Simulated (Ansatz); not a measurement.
System: 1T (CdI2-type) ZrSe₂. Method: LDA (plane waves, PAW; Ansatz, a quantum-chemistry and plane-wave program).

Settings: plane-wave cutoff 520 eV, 12×12×6 k mesh (along the axes of the cell as run), Fermi–Dirac smearing 0.01 eV, scalar-relativistic PAW data made under PBE.

Response to compression and expansion:

Shape and atoms are relaxed at each volume.

| V (Å³/atom) | P (GPa) | c (Å) | a (Å) |
|---|---|---|---|
| 22.493 | 1.71 | 5.826 | 3.657 |
| 22.961 | 0.75 | 5.882 | 3.677 |
| 23.430 | 0.01 | 5.948 | 3.694 |
| 23.898 | -0.59 | 6.020 | 3.708 |
| 24.367 | -1.01 | 6.102 | 3.719 |

Note: this level leaves the solid without a gap, although one is measured.
